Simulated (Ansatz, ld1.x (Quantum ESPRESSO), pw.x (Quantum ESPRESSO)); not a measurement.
**pw.x on fcc Ta: one setting changed**

Potential: PAW, ld1.x (Quantum ESPRESSO) 7.5, PBEsol; core [Xe] 4f14, reference 5d3 6s1.5 6p0; waves: 6s (bound): rcut 2.35, rcutus 3.20 bohr; 6s channel at 2.9 Ry: rcut 2.35, rcutus 3.20 bohr; 6p (bound, empty): rcut 2.40, rcutus 3.15 bohr; 6p channel at 0.1 Ry: rcut 2.40, rcutus 3.15 bohr; 5d (bound): rcut 2.70, rcutus 2.85 bohr; 5d channel at 0.55 Ry: rcut 2.70, rcutus 2.85 bohr; local part: all-electron potential smoothed inside 2.70 bohr (lloc = -1); core correction: a·sin(br)/r model core, default radius (core density twice the valence density); augmentation: PSQ, inside the norm-conserving radii.

The reference run (k-mesh 14³, cutoffs 40/320 Ry, Fermi–Dirac 0.01 Ry, mixing_beta 0.4, conv_thr 1e-9, no spin) gives 0.67 GPa at 18.281 Å³/atom, where all-electron LAPW gives -0.64 GPa. This run, with its own iteration cap, changes ecutrho/ecutwfc to 3.

```
&control
  calculation='scf', prefix='x', pseudo_dir='./', outdir='./tmp', tstress=.true., disk_io='none'
/
&system
  ibrav=0, nat=1, ntyp=1, ecutwfc=40, ecutrho=120, nbnd=9,
  occupations='smearing', smearing='fd', degauss=0.01
/
&electrons
  conv_thr=1e-09, mixing_beta=0.4, electron_maxstep=60
/
ATOMIC_SPECIES
Ta 1.0 Ta.UPF
CELL_PARAMETERS angstrom
  0.00000000 2.09085212 2.09085212
  2.09085212 0.00000000 2.09085212
  2.09085212 2.09085212 0.00000000
ATOMIC_POSITIONS crystal
Ta 0.0000 0.0000 0.0000
K_POINTS automatic
14 14 14 0 0 0
```

```bash
pw.x < Ta.scf.in > Ta.scf.out
```

**Question.** How does the run end?

**Answer.** It converges in 9 iterations; the free energy moves by +1.6 meV/atom and the pressure by +0.00 GPa. Below 4 the density is truncated and F is no longer variational, so a small shift in one case is no licence.

```
Message from routine set_cutoff:
     ecutrho < 4*ecutwfc, are you sure?
     Message from routine setup:
     using ibrav=0 with symmetry is DISCOURAGED, use correct ibrav instead
     lattice parameter (alat)  =       5.5878  a.u.
     unit-cell volume          =     123.3663 (a.u.)^3
     number of electrons       =         5.00
     number of Kohn-Sham states=            9
     kinetic-energy cutoff     =      40.0000  Ry
     charge density cutoff     =     120.0000  Ry
     scf convergence threshold =      1.0E-09
     Exchange-correlation= SLA  PW   PSX  PSC
     number of k points=   104  Fermi-Dirac smearing, width (Ry)=  0.0100
     iteration #  1     ecut=    40.00 Ry     beta= 0.40
     total energy              =    -626.87447694 Ry
     estimated scf accuracy    <       0.06163703 Ry
     iteration #  2     ecut=    40.00 Ry     beta= 0.40
     total energy              =    -626.87310611 Ry
     estimated scf accuracy    <       0.01695714 Ry
     iteration #  3     ecut=    40.00 Ry     beta= 0.40
     total energy              =    -626.87737510 Ry
     estimated scf accuracy    <       0.00058646 Ry
     [... 3 iterations left out ...]
     iteration #  7     ecut=    40.00 Ry     beta= 0.40
     total energy              =    -626.87798746 Ry
     estimated scf accuracy    <       0.00000001 Ry
     iteration #  8     ecut=    40.00 Ry     beta= 0.40
     total energy              =    -626.87798755 Ry
     estimated scf accuracy    <       0.00000002 Ry
     iteration #  9     ecut=    40.00 Ry     beta= 0.40
     the Fermi energy is    11.7025 ev
!    total energy              =    -626.87798755 Ry
     estimated scf accuracy    <          9.6E-12 Ry
     smearing contrib. (-TS)   =      -0.00549264 Ry
     The total energy is F=E-TS. E is the sum of the following terms:
     one-electron contribution =       9.25052235 Ry
     hartree contribution      =       0.13532337 Ry
     xc contribution           =     -10.65311435 Ry
     ewald contribution        =     -14.50487882 Ry
     one-center paw contrib.   =    -611.10034746 Ry
     convergence has been achieved in   9 iterations
          total   stress  (Ry/bohr**3)                   (kbar)     P=        6.68
     Message from routine punch:
     Nothing written, as per user request (disk_io='none')
```

The run took about 7.9 s on one core of a shared host (Neoverse-V1, 32 threads, 247 GiB, load 14).
